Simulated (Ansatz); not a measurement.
# CH2F+ (triplet): energies up the ladder

Aim: energies up the ladder, for CH2F+ (triplet), with the cost of each level. Charge +1. Spin multiplicity 3.

Computed with Ansatz 0.2.0 (the levels named in each step, unless a step's input says otherwise).

## (1) The starting structure

Bond lengths: C1–F2 1.332 Å, C1–H3 1.071 Å, C1–H4 1.071 Å. Angles: F2–C1–H3 115.5°, F2–C1–H4 115.5°, H3–C1–H4 126.1°.

Structure file:

```xyz
4

C    -0.7354    0.0243    0.0600
F     0.5928   -0.0196   -0.0314
H    -1.2368   -0.9142   -0.0602
H    -1.1735    0.9941   -0.0624
```

## (2) A rough first relaxation, PBE-D4/def2-SVP

File input.yaml:

```yaml
crystal:
  periodic: [false, false, false]
  atoms:
    - { symbol: C, position_ang: [-0.73541, 0.02432, 0.05997] }
    - { symbol: F, position_ang: [0.5928, -0.0196, -0.03141] }
    - { symbol: H, position_ang: [-1.23678, -0.91424, -0.06019] }
    - { symbol: H, position_ang: [-1.17346, 0.99407, -0.06242] }
magnetization:
  spin_polarized: true
  initial_magnetization: 2
total_charge: 1
basis:
  gaussian: { orbitals: def2-SVP }
hamiltonian:
  xc: pbe
  dispersion: d4
relax:
  f_tol: 0.03
  max_steps: 200
```

Launch:

```bash
> ansatz run input.yaml --threads 2 --pin off --max-ram 5120MiB --backend cpu --events-out ev --progress --plain --runs-dir out
```

The runs that follow: Relaxation, PBE0-D4/def2-TZVPP; Frequencies, PBE0-D4/def2-TZVPP; Single point, PBE-D4/def2-TZVPP; Single point, r2SCAN-D4/def2-TZVPP; Single point, B3LYP-D4/def2-TZVPP; Single point, wB97M-V/def2-TZVPP; Single point, B2PLYP/def2-TZVPP; Single point, LDA/def2-TZVPP; Single point, PBE0-D4/def2-SVP; Single point, PBE-D4/def2-SVP; Single point, CCSD(T)/def2-TZVPP; Single point, CCSD(T)/def2-QZVPP.

Q: Predict the outcome of this session. Wanted: C1–F2 at PBE0-D4/def2-TZVPP; frequencies at PBE0-D4/def2-TZVPP; energy at CCSD(T)/CBS.

**Answer**, as computed:

| quantity | value |
| --- | --- |
| C1–F2 at PBE0-D4/def2-TZVPP | 1.243 Å |
| frequencies at PBE0-D4/def2-TZVPP | 797 to 2413 cm⁻¹ |
| energy at CCSD(T)/CBS | -3767.922 eV |

No mode is imaginary, so the geometry is a minimum. These totals serve in differences with atoms or fragments at the same level; alone they don't rank the methods.
